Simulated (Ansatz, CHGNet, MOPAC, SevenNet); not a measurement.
**Zinc-blende InAs, elastic constant C11**

Reference value: 83.3 GPa (measured, temperature not stated, not corrected to a static lattice; as tabulated in Oses et al. (2018), arXiv:1811.08464).

**Question.** What do PM7 semi-empirical Hartree-Fock (MOPAC), CHGNet 0.3.0, SevenNet-0, SevenNet-l3i5, LDA, PBE, PBEsol, r²SCAN, r²SCANh give, and how far is each from the reference?

**Answer.** 
| level (code) | value (GPa) | cell (Å³/atom) | difference (%) |
|---|---|---|---|
| PM7 semi-empirical Hartree-Fock (MOPAC) | 105 | 27.83 | +26 |
| CHGNet 0.3.0 | 42.8 | 29.60 | -49 |
| SevenNet-0 | 58.5 | 29.66 | -30 |
| SevenNet-l3i5 | 70.7 | 29.67 | -15.1 |
| LDA (Ansatz) | 84.5 | 27.35 | +1.4 |
| PBE (Ansatz) | 70.8 | 29.59 | -15.0 |
| PBEsol (Ansatz) | 78.7 | 28.20 | -5.5 |
| r²SCAN (Ansatz) | 82.7 | 28.49 | -0.7 |
| r²SCANh (Ansatz) | 87.0 | 28.24 | +4.4 |

The reference's temperature isn't stated, so close values are not ranked against it. Off by more than 25 %, or 35 % on the side where a correction would as a rule narrow the miss (bounds picked here): CHGNet 0.3.0 (-49 %), SevenNet-0 (-30 %).

The reference isn't brought to a static lattice, while the calculations are for one, so the differences are not the levels' errors alone. A static lattice is as a rule stiffer than a warm one, by over a tenth in soft solids.  PM7 semi-empirical Hartree-Fock (MOPAC): the method was fitted mainly to molecules. PM7 semi-empirical Hartree-Fock (MOPAC): the run uses a supercell at the zone centre in place of a k mesh. LDA, PBE, PBEsol: the solid has no gap at this level, which affects its response. Each level is taken at its own relaxed cell. Cutoffs and k meshes differ between the levels. Ansatz's density-functional and Hartree–Fock values are scalar-relativistic unless marked +SOC, with PAW data made under PBE.

Machine-learned potentials (CHGNet 0.3.0, SevenNet-0, SevenNet-l3i5) are trained on DFT data: a solid inside that data is no test of them.

Differences are worked out from the printed values.

Ansatz is an electronic-structure program.
